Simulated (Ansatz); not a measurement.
# BH5N2: the cost of one run

All numbers below are computed with Ansatz 0.2.0 (RKS PBE0-D4/def2-SVP).

## (1) The system as given

Bond lengths: B1–N3 1.750 Å, N3–H4 1.060 Å, N3–H5 1.060 Å, B1–N6 1.550 Å, N6–H7 1.060 Å, N6–H8 1.060 Å. Angles: B1–N3–H4 114.3°, B1–N3–H5 113.3°, H4–N3–H5 120.0°, N3–B1–N6 156.2°, B1–N6–H7 120.0°, B1–N6–H8 120.0°, H7–N6–H8 120.0°.

Coordinates:

```xyz
8

B     0.0000    0.0000    0.0000
H     0.6850    0.0000    1.2095
N     1.7396    0.0000    0.1903
H     2.2062   -0.9179   -0.0615
H     2.1910    0.9179   -0.0879
N    -1.3423    0.0000   -0.7750
H    -2.0112   -0.8164   -0.6764
H    -1.5914    0.8164   -1.4036
```

## (2) Pulling towards end A

Springs on the bonds that form and break draw the guess towards this end; the thresholds are loose.

Contents of input.yaml:

```yaml
crystal:
  periodic: [false, false, false]
  atoms:
    - { symbol: B, position_ang: [0.0, 0.0, 0.0] }
    - { symbol: H, position_ang: [0.685, 0.0, 1.2095] }
    - { symbol: "N", position_ang: [1.7396, 0.0, 0.1903] }
    - { symbol: H, position_ang: [2.2062, -0.9179, -0.0615] }
    - { symbol: H, position_ang: [2.191, 0.9179, -0.0879] }
    - { symbol: "N", position_ang: [-1.3423, 0.0, -0.775] }
    - { symbol: H, position_ang: [-2.0112, -0.8164, -0.6764] }
    - { symbol: H, position_ang: [-1.5914, 0.8164, -1.4036] }
basis:
  gaussian: { orbitals: def2-SVP }
hamiltonian:
  xc: pbe0
  dispersion: d4
relax:
  f_tol: 0.15
  max_steps: 25
  restrain:
    - { distance: [1, 2], at: 2.26, k: 30.0 }
    - { distance: [0, 1], at: 1.19, k: 30.0 }
    - { distance: [0, 2], at: 1.55, k: 30.0 }
output:
  orbitals: {}
```

Run with:

```bash
$ ansatz run input.yaml --threads 1 --pin off --max-ram 2048MiB --backend cpu --events-out ev --progress --plain --runs-dir out
```

**Question.** How long does this run take on 1 thread of Arm Neoverse V1, shared host, and how much memory does it need?

About 23 s, with a peak of 0.12 GiB.
